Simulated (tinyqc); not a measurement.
Worked calculation (part 1 of 2): G0W0 on RHF in the sto-3g basis, for BH2+, spin multiplicity 1. Computed by tinyqc, a small Python program that keeps every step (integrals from PySCF). Settings: charge = 1, multiplicity = 1, basis = sto-3g, method = RHF, energy threshold = 1e-10, iteration cap = 75, orthogonalisation = canonical, start = Wolfsberg-Helmholz matrix, DIIS depth = 6. Command: `OMP_NUM_THREADS=1 python tinyqc.py 30332 30333 out.jsonl` (the two numbers bound the seeds that draw the settings). One thread of a shared host (Intel(R) Xeon(R) Processor @ 2.60GHz), about 0.06 s of CPU time with the checks. The early iterations of the SCF are left out here.

## One-electron integrals

Geometry (angstrom):
```
atom        x         y        z
B     0.00000   0.00000  0.00000
H     0.00000   1.19200  0.70500
H     0.00000  -1.23400  0.73000
```

Basis sto-3g: exponents (1/bohr^2) and contraction coefficients of normalised primitives:
```
element  l (shell)  exponent  coefficient
B            s (1)  48.79111      0.15433
B            s (1)   8.88736      0.53533
B            s (1)   2.40527      0.44463
B            s (2)   2.23696     -0.09997
B            s (2)   0.51982      0.39951
B            s (2)   0.16906      0.70012
B            p (3)   2.23696      0.15592
B            p (3)   0.51982      0.60768
B            p (3)   0.16906      0.39196
H            s (1)   3.42525      0.15433
H            s (1)   0.62391      0.53533
H            s (1)   0.16886      0.44463
```

Overlap, kinetic and nuclear-attraction integrals over the contracted functions; the nuclear repulsion is the sum of Za Zb / Rab.

nuclear repulsion = 3.9740932 hartree

overlap S, order 1B 1s, 1B 2s, 1B 2px, 1B 2py, 1B 2pz, 2H 1s, 3H 1s:
```
[[1.00000, 0.26933, 0.00000, 0.00000, 0.00000, 0.04281, 0.03840],
 [0.26933, 1.00000, 0.00000, 0.00000, 0.00000, 0.38044, 0.35834],
 [0.00000, 0.00000, 1.00000, 0.00000, 0.00000, 0.00000, 0.00000],
 [0.00000, 0.00000, 0.00000, 1.00000, 0.00000, 0.35930, -0.34339],
 [0.00000, 0.00000, 0.00000, 0.00000, 1.00000, 0.21250, 0.20314],
 [0.04281, 0.38044, 0.00000, 0.35930, 0.21250, 1.00000, 0.05680],
 [0.03840, 0.35834, 0.00000, -0.34339, 0.20314, 0.05680, 1.00000]]
```

kinetic energy T (hartree), order 1B 1s, 1B 2s, 1B 2px, 1B 2py, 1B 2pz, 2H 1s, 3H 1s:
```
[[10.82630, -0.04797, 0.00000, 0.00000, 0.00000, -0.01230, -0.01120],
 [-0.04797, 0.35917, 0.00000, 0.00000, 0.00000, 0.04737, 0.03934],
 [0.00000, 0.00000, 1.12388, 0.00000, 0.00000, 0.00000, 0.00000],
 [0.00000, 0.00000, 0.00000, 1.12388, 0.00000, 0.12346, -0.10838],
 [0.00000, 0.00000, 0.00000, 0.00000, 1.12388, 0.07302, 0.06411],
 [-0.01230, 0.04737, 0.00000, 0.12346, 0.07302, 0.76003, -0.01105],
 [-0.01120, 0.03934, 0.00000, -0.10838, 0.06411, -0.01105, 0.76003]]
```

nuclear attraction V (hartree), order 1B 1s, 1B 2s, 1B 2px, 1B 2py, 1B 2pz, 2H 1s, 3H 1s:
```
[[-23.89858, -3.34168, 0.00000, -0.00079, -0.01350, -0.53346, -0.47832],
 [-3.34168, -4.51165, 0.00000, -0.00608, -0.12783, -1.44756, -1.34297],
 [0.00000, 0.00000, -4.42305, 0.00000, 0.00000, 0.00000, 0.00000],
 [-0.00079, -0.00608, 0.00000, -4.55178, -0.00288, -1.28206, 1.20287],
 [-0.01350, -0.12783, 0.00000, -0.00288, -4.46809, -0.77819, -0.73069],
 [-0.53346, -1.44756, 0.00000, -1.28206, -0.77819, -3.34270, -0.20504],
 [-0.47832, -1.34297, 0.00000, 1.20287, -0.73069, -0.20504, -3.28024]]
```

core Hamiltonian H = T + V (hartree), order 1B 1s, 1B 2s, 1B 2px, 1B 2py, 1B 2pz, 2H 1s, 3H 1s:
```
[[-13.07228, -3.38965, 0.00000, -0.00079, -0.01350, -0.54575, -0.48952],
 [-3.38965, -4.15248, 0.00000, -0.00608, -0.12783, -1.40019, -1.30363],
 [0.00000, 0.00000, -3.29917, 0.00000, 0.00000, 0.00000, 0.00000],
 [-0.00079, -0.00608, 0.00000, -3.42790, -0.00288, -1.15860, 1.09449],
 [-0.01350, -0.12783, 0.00000, -0.00288, -3.34421, -0.70517, -0.66658],
 [-0.54575, -1.40019, 0.00000, -1.15860, -0.70517, -2.58267, -0.21609],
 [-0.48952, -1.30363, 0.00000, 1.09449, -0.66658, -0.21609, -2.52021]]
```

## Two-electron integrals

Functions are numbered as in S; the eight-fold symmetry (ij|kl) = (ji|kl) = (kl|ij) leaves the list below.

Two-electron integrals (ij|kl) in chemists' order, unique and non-zero (hartree):
```
(11|11) 2.92351     (21|11) 0.51838     (21|21) 0.10926     (22|11) 0.74423
(22|21) 0.19318     (22|22) 0.54480     (31|31) 0.02026     (32|31) 0.03000
(32|32) 0.12035     (33|11) 0.74249     (33|21) 0.19324     (33|22) 0.54468
(33|33) 0.58677     (41|41) 0.02026     (42|41) 0.03000     (42|42) 0.12035
(43|43) 0.03163     (44|11) 0.74249     (44|21) 0.19324     (44|22) 0.54468
(44|33) 0.52351     (44|44) 0.58677     (51|51) 0.02026     (52|51) 0.03000
(52|52) 0.12035     (53|53) 0.03163     (54|54) 0.03163     (55|11) 0.74249
(55|21) 0.19324     (55|22) 0.54468     (55|33) 0.52351     (55|44) 0.52351
(55|55) 0.58677     (61|11) 0.08195     (61|21) 0.01722     (61|22) 0.03059
(61|33) 0.03045     (61|41) 0.00105     (61|42) 0.00195     (61|44) 0.03078
(61|51) 0.00062     (61|52) 0.00116     (61|54) 0.00020     (61|55) 0.03056
(61|61) 0.00280     (62|11) 0.21237     (62|21) 0.05607     (62|22) 0.17584
(62|33) 0.17068     (62|41) 0.00529     (62|42) 0.03327     (62|44) 0.18203
(62|51) 0.00313     (62|52) 0.01968     (62|54) 0.00671     (62|55) 0.17465
(62|61) 0.00944     (62|62) 0.08088     (63|31) 0.00540     (63|32) 0.02576
(63|43) 0.00608     (63|53) 0.00359     (63|63) 0.00849     (64|11) 0.17623
(64|21) 0.04712     (64|22) 0.15592     (64|33) 0.14771     (64|41) 0.00919
(64|42) 0.05247     (64|44) 0.16898     (64|51) 0.00224     (64|52) 0.01580
(64|54) 0.00899     (64|55) 0.15090     (64|61) 0.00828     (64|62) 0.08376
(64|64) 0.09347     (65|11) 0.10423     (65|21) 0.02787     (65|22) 0.09222
(65|33) 0.08736     (65|41) 0.00224     (65|42) 0.01580     (65|44) 0.09275
(65|51) 0.00673     (65|52) 0.03510     (65|54) 0.00927     (65|55) 0.09644
(65|61) 0.00490     (65|62) 0.04954     (65|64) 0.05026     (65|65) 0.03821
(66|11) 0.37932     (66|21) 0.10195     (66|22) 0.36279     (66|33) 0.34174
(66|41) 0.01111     (66|42) 0.09416     (66|44) 0.38816     (66|51) 0.00657
(66|52) 0.05569     (66|54) 0.02745     (66|55) 0.35798     (66|61) 0.01743
(66|62) 0.21843     (66|64) 0.24498     (66|65) 0.14489     (66|66) 0.77461
(71|11) 0.07350     (71|21) 0.01545     (71|22) 0.02744     (71|33) 0.02731
(71|41) -0.00094    (71|42) -0.00174    (71|44) 0.02760     (71|51) 0.00055
(71|52) 0.00103     (71|54) -0.00017    (71|55) 0.02741     (71|61) 0.00240
(71|62) 0.00776     (71|64) 0.00624     (71|65) 0.00404     (71|66) 0.01405
(71|71) 0.00225     (72|11) 0.19657     (72|21) 0.05193     (72|22) 0.16366
(72|33) 0.15881     (72|41) -0.00488    (72|42) -0.03117    (72|44) 0.16947
(72|51) 0.00289     (72|52) 0.01844     (72|54) -0.00630    (72|55) 0.16254
(72|61) 0.00801     (72|62) 0.04831     (72|64) 0.03750     (72|65) 0.02899
(72|66) 0.09858     (72|71) 0.00784     (72|72) 0.07121     (73|31) 0.00491
(73|32) 0.02366     (73|43) -0.00564    (73|53) 0.00334     (73|63) 0.00449
(73|73) 0.00730     (74|11) -0.16528    (74|21) -0.04421    (74|22) -0.14697
(74|33) -0.13928    (74|41) 0.00844     (74|42) 0.04887     (74|44) -0.15918
(74|51) -0.00209    (74|52) -0.01492    (74|54) 0.00844     (74|55) -0.14230
(74|61) -0.00653    (74|62) -0.03819    (74|64) -0.02630    (74|65) -0.02253
(74|66) -0.07535    (74|71) -0.00695    (74|72) -0.07459    (74|74) 0.08385
(75|11) 0.09778     (75|21) 0.02615     (75|22) 0.08695     (75|33) 0.08239
(75|41) -0.00209    (75|42) -0.01492    (75|44) 0.08749     (75|51) 0.00615
(75|52) 0.03248     (75|54) -0.00866    (75|55) 0.09085     (75|61) 0.00422
(75|62) 0.02926     (75|64) 0.02238     (75|65) 0.02166     (75|66) 0.06218
(75|71) 0.00411     (75|72) 0.04413     (75|74) -0.04528    (75|75) 0.03409
(76|11) 0.02997     (76|21) 0.00793     (76|22) 0.02535     (76|33) 0.02458
(76|41) -8.31e-06   (76|42) -0.00008    (76|44) 0.02538     (76|51) 0.00075
(76|52) 0.00486     (76|54) -2.11e-05   (76|55) 0.02606     (76|61) 0.00129
(76|62) 0.00983     (76|64) 0.00889     (76|65) 0.00658     (76|66) 0.02381
(76|71) 0.00116     (76|72) 0.00930     (76|74) -0.00856    (76|75) 0.00628
(76|76) 0.00157     (77|11) 0.36688     (77|21) 0.09864     (77|22) 0.35298
(77|33) 0.33284     (77|41) -0.01046    (77|42) -0.09051    (77|44) 0.37724
(77|51) 0.00619     (77|52) 0.05354     (77|54) -0.02627    (77|55) 0.34838
(77|61) 0.01517     (77|62) 0.10330     (77|64) 0.07770     (77|65) 0.06445
(77|66) 0.21798     (77|71) 0.01509     (77|72) 0.20333     (77|74) -0.23030
(77|75) 0.13624     (77|76) 0.02381     (77|77) 0.77461
```

## Orthogonalisation

S = U s U^T; canonical form X = U s^(-1/2), so that X^T S X = 1. Each column of U has its largest component positive (the first on a tie).

eigenvalues of S: [0.39466, 0.47613, 0.86041, 1.00000, 1.10758, 1.46841, 1.69280]

X, order 1B 1s, 1B 2s, 1B 2px, 1B 2py, 1B 2pz, 2H 1s, 3H 1s:
```
[[-0.36461, 0.07078, 0.75170, 0.00000, -0.57859, -0.01814, 0.22761],
 [1.03650, -0.15835, -0.32555, 0.00000, -0.28229, -0.03063, 0.47581],
 [0.00000, 0.00000, 0.00000, 1.00000, 0.00000, 0.00000, 0.00000],
 [0.17979, 0.98149, -0.00425, 0.00000, 0.00212, 0.59889, 0.03335],
 [0.49117, -0.07292, 0.63295, 0.00000, 0.65623, -0.01398, 0.21780],
 [-0.85096, -0.62573, -0.20704, 0.00000, 0.16641, 0.37502, 0.38715],
 [-0.57343, 0.84261, -0.21835, 0.00000, 0.17345, -0.42455, 0.33780]]
```

## Starting guess

The start is the generalised Wolfsberg-Helmholz matrix (K = 1.75) built on H; D = 2 C_occ C_occ^T.

D at the start, order 1B 1s, 1B 2s, 1B 2px, 1B 2py, 1B 2pz, 2H 1s, 3H 1s:
```
[[2.01893, -0.11136, 0.00000, 0.00489, -0.13425, -0.17407, -0.16657],
 [-0.11136, 0.65080, 0.00000, -0.01825, 0.38200, 0.37583, 0.36603],
 [0.00000, 0.00000, 0.00000, 0.00000, 0.00000, 0.00000, 0.00000],
 [0.00489, -0.01825, 0.00000, 1.09989, -0.02069, 0.41850, -0.42643],
 [-0.13425, 0.38200, 0.00000, -0.02069, 0.22668, 0.22051, 0.22218],
 [-0.17407, 0.37583, 0.00000, 0.41850, 0.22051, 0.39057, 0.05467],
 [-0.16657, 0.36603, 0.00000, -0.42643, 0.22218, 0.05467, 0.36873]]
```

## Iteration 9 (converged): orbitals

converged F (hartree), order 1B 1s, 1B 2s, 1B 2px, 1B 2py, 1B 2pz, 2H 1s, 3H 1s:
```
[[-7.91007, -2.29712, 0.00000, -0.00047, 0.01055, -0.37381, -0.33541],
 [-2.29712, -1.39698, 0.00000, -0.00547, -0.10007, -0.58950, -0.55568],
 [0.00000, 0.00000, -0.14794, 0.00000, 0.00000, 0.00000, 0.00000],
 [-0.00047, -0.00547, 0.00000, -0.53940, -0.00599, -0.43784, 0.42166],
 [0.01055, -0.10007, 0.00000, -0.00599, -0.20124, -0.20621, -0.19507],
 [-0.37381, -0.58950, 0.00000, -0.43784, -0.20621, -0.58778, -0.08559],
 [-0.33541, -0.55568, 0.00000, 0.42166, -0.19507, -0.08559, -0.56261]]
```

Diagonalise F' = X^T F X, C = X C', fill 3 alpha and 3 beta electrons from the bottom; D = 2 C_occ C_occ^T. Each column has its largest component positive (the first on a tie).

F' = X^T F X (hartree):
```
[[-0.02746, 0.06598, 0.80307, 0.00000, -0.61314, -0.01564, 0.25886],
 [0.06598, 0.18185, -0.18397, 0.00000, 0.15081, 0.01630, -0.06920],
 [0.80307, -0.18397, -3.40650, 0.00000, 3.20124, 0.11873, -1.71613],
 [0.00000, 0.00000, 0.00000, -0.14794, 0.00000, 0.00000, 0.00000],
 [-0.61314, 0.15081, 3.20124, 0.00000, -3.44583, -0.13419, 1.91048],
 [-0.01564, 0.01630, 0.11873, 0.00000, -0.13419, -0.76879, 0.07668],
 [0.25886, -0.06920, -1.71613, 0.00000, 1.91048, 0.07668, -2.00697]]
```

orbital energies (hartree): [-7.91451, -0.92447, -0.76384, -0.23582, -0.14794, 0.15941, 0.20554]

coefficients C, order 1B 1s, 1B 2s, 1B 2px, 1B 2py, 1B 2pz, 2H 1s, 3H 1s:
```
[[0.99239, -0.23713, 0.01094, 0.14424, 0.00000, 0.15279, 0.06761],
 [0.02850, 0.71885, -0.04042, -0.57929, 0.00000, -0.73674, -0.33890],
 [0.00000, 0.00000, 0.00000, 0.00000, 1.00000, 0.00000, 0.00000],
 [0.00024, 0.02262, 0.58723, 0.00241, 0.00000, 0.37686, -0.93170],
 [0.00072, 0.11003, -0.00015, 0.75910, 0.00000, -0.67558, -0.28410],
 [-0.00468, 0.30943, 0.39638, 0.27473, 0.00000, 0.40885, 0.99057],
 [-0.00442, 0.27322, -0.42195, 0.29113, 0.00000, 0.96091, -0.38746]]
```

D after iteration 9, order 1B 1s, 1B 2s, 1B 2px, 1B 2py, 1B 2pz, 2H 1s, 3H 1s:
```
[[2.08238, -0.28525, 0.00000, 0.00259, -0.05076, -0.14737, -0.14758],
 [-0.28525, 1.03839, 0.00000, -0.01495, 0.15824, 0.41256, 0.42667],
 [0.00000, 0.00000, 0.00000, 0.00000, 0.00000, 0.00000, 0.00000],
 [0.00259, -0.01495, 0.00000, 0.69070, 0.00480, 0.47953, -0.48320],
 [-0.05076, 0.15824, 0.00000, 0.00480, 0.02421, 0.06797, 0.06024],
 [-0.14737, 0.41256, 0.00000, 0.47953, 0.06797, 0.50578, -0.16538],
 [-0.14758, 0.42667, 0.00000, -0.48320, 0.06024, -0.16538, 0.50542]]
```

## Convergence

Stop when the energy changes by less than 1e-10 hartree and every element of the error matrix X^T (F D S - S D F) X is below 3e-06.

Course of the cycle:
```
iteration  E (hartree)     change  largest element of the error matrix
1          -24.9809354          -                             2.37e-01
2          -25.0641508  -8.32e-02                             6.27e-02
3          -25.0786398  -1.45e-02                             2.05e-02
4          -25.0803060  -1.67e-03                             1.82e-03
5          -25.0803137  -7.73e-06                             5.13e-04
6          -25.0803148  -1.06e-06                             2.01e-04
7          -25.0803150  -1.79e-07                             2.39e-05
8          -25.0803150  -2.95e-09                             6.67e-07
9          -25.0803150  -7.92e-13                             6.08e-08
```

PySCF RHF in the same basis = -25.0803150 hartree

Converged in 9 iterations.

## Populations, bond orders and dipole

Mulliken: Z minus the diagonal of D S on the atom; Loewdin: the same with S^(1/2) D S^(1/2); Mayer order: 2 sum_s sum (D(s) S)_ij (D(s) S)_ji over the two atoms.

Charges (e):
```
atom  Mulliken  Loewdin
1B     0.65519  0.72048
2H     0.16623  0.13267
3H     0.17858  0.14685
```

Mayer bond orders:
```
pair    order
2-1   0.95181
3-1   0.94755
3-2   0.02056
```

dipole moment about the origin, x y z (debye): [0.00000, -0.07856, -0.02898]

## Integrals over molecular orbitals

(pq|rs) = sum C_ip C_jq C_kr C_ls (ij|kl), one index at a time.

one-electron integrals over orbitals h = C^T H C (hartree):
```
[[-13.05925, 0.28644, -0.01341, -0.18959, 0.00000, -0.15495, -0.06837],
 [0.28644, -3.34141, -0.00168, 0.15161, 0.00000, 0.46614, 0.21905],
 [-0.01341, -0.00168, -3.05092, -0.01960, 0.00000, -0.23795, 0.49562],
 [-0.18959, 0.15161, -0.01960, -3.14740, 0.00000, 0.28963, 0.10871],
 [0.00000, 0.00000, 0.00000, 0.00000, -3.29917, 0.00000, 0.00000],
 [-0.15495, 0.46614, -0.23795, 0.28963, 0.00000, -2.68932, -0.00629],
 [-0.06837, 0.21905, 0.49562, 0.10871, 0.00000, -0.00629, -2.67371]]
```

Two-electron integrals over orbitals (pq|rs), unique and non-zero (hartree):
```
(11|11) 2.89186    (21|11) -0.25792   (21|21) 0.03671    (22|11) 0.61340
(22|21) -0.00818   (22|22) 0.46473    (31|11) 0.01179    (31|21) -0.00131
(31|22) 0.00169    (31|31) 0.00865    (32|11) -0.00186   (32|21) 0.00085
(32|22) 0.01299    (32|31) 0.01355    (32|32) 0.13178    (33|11) 0.53572
(33|21) -0.00340   (33|22) 0.44695    (33|31) -0.00091   (33|32) -0.00888
(33|33) 0.46219    (41|11) 0.15553    (41|21) -0.01987   (41|22) 0.01301
(41|31) 0.00106    (41|32) -0.00005   (41|33) 0.00618    (41|41) 0.02639
(42|11) -0.09513   (42|21) 0.00691    (42|22) 0.01416    (42|31) -0.00026
(42|32) 0.00141    (42|33) 0.01686    (42|41) 0.01118    (42|42) 0.07267
(43|11) 0.00875    (43|21) -0.00051   (43|22) 0.00343    (43|31) -0.00260
(43|32) 0.02910    (43|33) -0.00229   (43|41) -0.00055   (43|42) -0.00324
(43|43) 0.03711    (44|11) 0.68128    (44|21) -0.01173   (44|22) 0.43092
(44|31) 0.00031    (44|32) -0.00179   (44|33) 0.41168    (44|41) -0.00944
(44|42) -0.07650   (44|43) 0.00557    (44|44) 0.55089    (51|51) 0.02165
(52|51) 0.02211    (52|52) 0.07540    (53|51) -0.00103   (53|52) -0.00260
(53|53) 0.01782    (54|51) -0.01283   (54|52) -0.03572   (54|53) 0.00194
(54|54) 0.04363    (55|11) 0.74201    (55|21) -0.00951   (55|22) 0.46722
(55|31) 0.00041    (55|32) -0.00068   (55|33) 0.42381    (55|41) 0.00548
(55|42) -0.04960   (55|43) 0.00488    (55|44) 0.49521    (55|55) 0.58677
(61|11) 0.15981    (61|21) -0.02452   (61|22) 0.00050    (61|31) 0.00583
(61|32) 0.00681    (61|33) -0.00112   (61|41) 0.00331    (61|42) -0.01355
(61|43) -0.00082   (61|44) 0.01653    (61|55) 0.00463    (61|61) 0.02590
(62|11) -0.17528   (62|21) 0.00505    (62|22) -0.05344   (62|31) 0.00293
(62|32) 0.00045    (62|33) -0.01591   (62|41) -0.01302   (62|42) 0.00395
(62|43) -0.01381   (62|44) -0.04168   (62|55) -0.09138   (62|61) 0.00523
(62|62) 0.07868    (63|11) 0.09381    (63|21) -0.00247   (63|22) 0.02541
(63|31) -0.00143   (63|32) 0.05484    (63|33) 0.00580    (63|41) 0.00058
(63|42) -0.02280   (63|43) 0.03247    (63|44) 0.03824    (63|55) 0.04837
(63|61) 0.00112    (63|62) -0.04220   (63|63) 0.08308    (64|11) -0.10040
(64|21) 0.00063    (64|22) -0.02667   (64|31) -0.00341   (64|32) -0.02876
(64|33) 0.00213    (64|41) -0.00146   (64|42) 0.02038    (64|43) -0.00406
(64|44) -0.05401   (64|55) -0.05064   (64|61) -0.00137   (64|62) 0.04190
(64|63) -0.03771   (64|64) 0.04675    (65|51) -0.01334   (65|52) -0.04188
(65|53) 0.00819    (65|54) 0.00861    (65|65) 0.03424    (66|11) 0.60072
(66|21) -0.00682   (66|22) 0.45654    (66|31) -0.00551   (66|32) -0.07498
(66|33) 0.46094    (66|41) 0.01806    (66|42) 0.04158    (66|43) -0.03339
(66|44) 0.41031    (66|55) 0.44007    (66|61) -0.00849   (66|62) -0.02993
(66|63) -0.04509   (66|64) 0.00769    (66|66) 0.55834    (71|11) 0.07062
(71|21) -0.01137   (71|22) -0.00146   (71|31) -0.01118   (71|32) -0.01694
(71|33) 0.00123    (71|41) 0.00169    (71|42) -0.00553   (71|43) 0.00409
(71|44) 0.00706    (71|55) 0.00200    (71|61) 0.00352    (71|62) -0.00280
(71|63) 0.00274    (71|64) 0.00464    (71|66) 0.00529    (71|71) 0.02021
(72|11) -0.08439   (72|21) 0.00216    (72|22) -0.02218   (72|31) -0.00773
(72|32) 0.01181    (72|33) -0.00748   (72|41) -0.00539   (72|42) 0.00641
(72|43) 0.03314    (72|44) -0.02279   (72|55) -0.04332   (72|61) -0.00302
(72|62) 0.01501    (72|63) 0.03009    (72|64) 0.01678    (72|66) -0.04171
(72|71) 0.01020    (72|72) 0.06310    (73|11) -0.20028   (73|21) 0.00530
(73|22) -0.03635   (73|31) -0.00036   (73|32) 0.02451    (73|33) -0.02172
(73|41) 0.00036    (73|42) 0.05603    (73|43) 0.00706    (73|44) -0.08771
(73|55) -0.10106   (73|61) -0.00527   (73|62) 0.05028    (73|63) -0.01797
(73|64) 0.03708    (73|66) -0.02108   (73|71) -0.00203   (73|72) 0.04442
(73|73) 0.10407    (74|11) -0.03815   (74|21) 0.00056    (74|22) -0.00282
(74|31) 0.00813    (74|32) 0.06874    (74|33) -0.00579   (74|41) -0.00074
(74|42) 0.00684    (74|43) 0.00237    (74|44) -0.02088   (74|55) -0.01864
(74|61) 0.00482    (74|62) 0.01657    (74|63) 0.02976    (74|64) -0.00824
(74|66) -0.04347   (74|71) -0.01052   (74|72) 0.01289    (74|73) 0.03270
(74|74) 0.05816    (75|51) -0.00591   (75|52) -0.01913   (75|53) -0.01422
(75|54) 0.00424    (75|65) 0.00710    (75|75) 0.02133    (76|11) -0.00346
(76|21) 0.00071    (76|22) 0.01463    (76|31) 0.00582    (76|32) 0.07469
(76|33) -0.00775   (76|41) 0.00578    (76|42) 0.01906    (76|43) 0.03062
(76|44) -0.01381   (76|55) 0.00007    (76|61) -0.00108   (76|62) -0.01822
(76|63) 0.04379    (76|64) -0.02046   (76|66) -0.04190   (76|71) -0.00893
(76|72) 0.02299    (76|73) 0.03106    (76|74) 0.03711    (76|76) 0.06668
(77|11) 0.61780    (77|21) -0.00752   (77|22) 0.46006    (77|31) 0.00654
(77|32) 0.07916    (77|33) 0.45546    (77|41) 0.00716    (77|42) 0.00698
(77|43) 0.03253    (77|44) 0.43719    (77|55) 0.44575    (77|61) 0.00594
(77|62) -0.02744   (77|63) 0.06231    (77|64) -0.02206   (77|66) 0.41307
(77|71) -0.00645   (77|72) 0.01813    (77|73) -0.00592   (77|74) 0.03905
(77|76) 0.05503    (77|77) 0.54368
```
